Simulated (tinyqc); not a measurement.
Inside a calculation. Method: extended Hueckel theory, for SiH3+. The parameters take no account of the charge, which enters only through the electron count. One step of it, computed by the program tinyqc.

Task: Orbitals. Solve H C = S C e through S^(-1/2); fill by pairs from the bottom, a degenerate level sharing its electrons equally; each orbital has its largest coefficient positive (the first on a tie).

H (eV), order 1Si 3s, 1Si 3px, 1Si 3py, 1Si 3pz, 2H 1s, 3H 1s, 4H 1s:
```
[[-17.300000, 0.000000, 0.000000, 0.000000, -12.764080, -12.758440, -12.758440],
 [0.000000, -9.200000, 0.000000, 0.000000, -11.799291, 5.899701, 5.899701],
 [0.000000, 0.000000, -9.200000, 0.000000, 0.000000, -10.214407, 10.214407],
 [0.000000, 0.000000, 0.000000, -9.200000, 1.249619, 1.248783, 1.248783],
 [-12.764080, -11.799291, 0.000000, 1.249619, -13.600000, -1.049572, -1.049572],
 [-12.758440, 5.899701, -10.214407, 1.248783, -1.049572, -13.600000, -1.049411],
 [-12.758440, 5.899701, 10.214407, 1.248783, -1.049572, -1.049411, -13.600000]]
```

overlap S, order 1Si 3s, 1Si 3px, 1Si 3py, 1Si 3pz, 2H 1s, 3H 1s, 4H 1s:
```
[[1.000000, 0.000000, 0.000000, 0.000000, 0.413077, 0.412894, 0.412894],
 [0.000000, 1.000000, 0.000000, 0.000000, 0.517513, -0.258759, -0.258759],
 [0.000000, 0.000000, 1.000000, 0.000000, 0.000000, 0.448000, -0.448000],
 [0.000000, 0.000000, 0.000000, 1.000000, -0.054808, -0.054771, -0.054771],
 [0.413077, 0.517513, 0.000000, -0.054808, 1.000000, 0.038587, 0.038587],
 [0.412894, -0.258759, 0.448000, -0.054771, 0.038587, 1.000000, 0.038581],
 [0.412894, -0.258759, -0.448000, -0.054771, 0.038587, 0.038581, 1.000000]]
```

valence electrons = 6

Give: orbital energies; occupations; coefficients; sum of one-electron energies.

Result:

orbital energies (eV): [-22.1318, -15.9539, -15.9529, -9.2684, 10.4326, 10.4572, 18.1865]

occupations: [2.0000, 2.0000, 2.0000, 0.0000, 0.0000, 0.0000, 0.0000]

coefficients, order 1Si 3s, 1Si 3px, 1Si 3py, 1Si 3pz, 2H 1s, 3H 1s, 4H 1s:
```
[[0.6039, 0.0000, 0.0000, 0.1019, 0.0000, -0.0013, 1.2426],
 [0.0000, 0.4343, 0.0000, 0.0000, 0.0000, 1.2366, 0.0016],
 [0.0000, 0.0000, 0.4343, 0.0000, 1.2362, 0.0000, 0.0000],
 [-0.0023, 0.0000, 0.0000, 0.9921, 0.0000, 0.0002, -0.1784],
 [0.2687, 0.5518, 0.0000, -0.0305, 0.0000, -0.9407, -0.7265],
 [0.2686, -0.2760, 0.4780, -0.0305, -0.8151, 0.4716, -0.7245],
 [0.2686, -0.2760, -0.4780, -0.0305, 0.8151, 0.4716, -0.7245]]
```

sum of one-electron energies = -108.0771 eV
